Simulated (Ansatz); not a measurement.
# Worked example: correlation energy of [OH···H···N], quartet

Geometry: a point of a hydrogen-transfer path between rigid fragments, not a stationary point.

```xyz
4

O    -1.1579   -0.0292    0.0000
H    -1.4072    0.8974    0.0000
H     0.3581   -0.0292    0.0000
N     1.3981   -0.0292    0.0000
```

Basis cc-pVTZ; Ansatz 0.2.0. Correlated methods freeze the noble-gas cores, which leaves 13 electrons in 86 orbitals. R marks a restricted (for open shells ROHF) determinant, U an unrestricted one.

Full CI isn't at hand for all of this; UCCSDT(Q) serves as the reference, and is uncertain by about the last step of the cluster series.

Runs differ by some tens of microhartree through their thresholds and, for an open shell, their frozen cores, so steps under 0.03 kcal/mol mean nothing.

```json
{"level": "UHF", "total energy (hartree)": "-130.386735"}
{"level": "UMP2", "total energy (hartree)": "-130.733183"}
{"level": "UCCSD", "total energy (hartree)": "-130.766537"}
{"level": "UCCSD(T)", "total energy (hartree)": "-130.777414"}
{"level": "UCCSDT", "total energy (hartree)": "-130.778497"}
{"level": "UCCSDT(Q)", "total energy (hartree)": "-130.778952"}
```

Task: What is the correlation energy at UCCSDT(Q), and what share of it do UMP2 and UCCSD(T) recover?

Result: E(corr) = -130.778952 − (-130.386735) = -0.392217 hartree = -10.673 eV. UMP2: -0.346448 / -0.392217 = 88.33 %. UCCSD(T): -0.390679 / -0.392217 = 99.61 %.

Task: By how many kcal/mol does UCCSD(T) miss UCCSDT(Q) (1 hartree = 627.509 kcal/mol), and which steps make up the rest?

Result: -130.777414 − (-130.778952) = 0.001538 hartree = 0.97 kcal/mol. Steps: UCCSDT − UCCSD(T) = -0.68, UCCSDT(Q) − UCCSDT = -0.29 kcal/mol. Differences between like states or geometries often cancel part of this.
